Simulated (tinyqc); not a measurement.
Extended Hueckel theory, for CH2, step by step. One step of it, computed by the program tinyqc.

Question. Wolfsberg-Helmholz matrix. H_ij = K' S_ij (H_ii + H_jj)/2 for i != j (the diagonal keeps H_ii), with K' = K + D^2 + D^4 (1 - K), D = (H_ii - H_jj)/(H_ii + H_jj), K = 1.5.

overlap S, order 1C 2s, 1C 2px, 1C 2py, 1C 2pz, 2H 1s, 3H 1s:
```
[[1.000000, 0.000000, 0.000000, 0.000000, 0.466571, 0.466571],
 [0.000000, 1.000000, 0.000000, 0.000000, 0.000000, 0.000000],
 [0.000000, 0.000000, 1.000000, 0.000000, 0.423020, -0.423020],
 [0.000000, 0.000000, 0.000000, 1.000000, 0.216108, 0.216108],
 [0.466571, 0.000000, 0.423020, 0.216108, 1.000000, 0.098449],
 [0.466571, 0.000000, -0.423020, 0.216108, 0.098449, 1.000000]]
```

diagonal H_ii (eV): [-21.400000, -11.400000, -11.400000, -11.400000, -13.600000, -13.600000]

K = 1.500000

Give: H.

Answer.

H (eV), order 1C 2s, 1C 2px, 1C 2py, 1C 2pz, 2H 1s, 3H 1s:
```
[[-21.4000, 0.0000, 0.0000, 0.0000, -12.6429, -12.6429],
 [0.0000, -11.4000, 0.0000, 0.0000, 0.0000, 0.0000],
 [0.0000, 0.0000, -11.4000, 0.0000, -7.9724, 7.9724],
 [0.0000, 0.0000, 0.0000, -11.4000, -4.0729, -4.0729],
 [-12.6429, 0.0000, -7.9724, -4.0729, -13.6000, -2.0084],
 [-12.6429, 0.0000, 7.9724, -4.0729, -2.0084, -13.6000]]
```
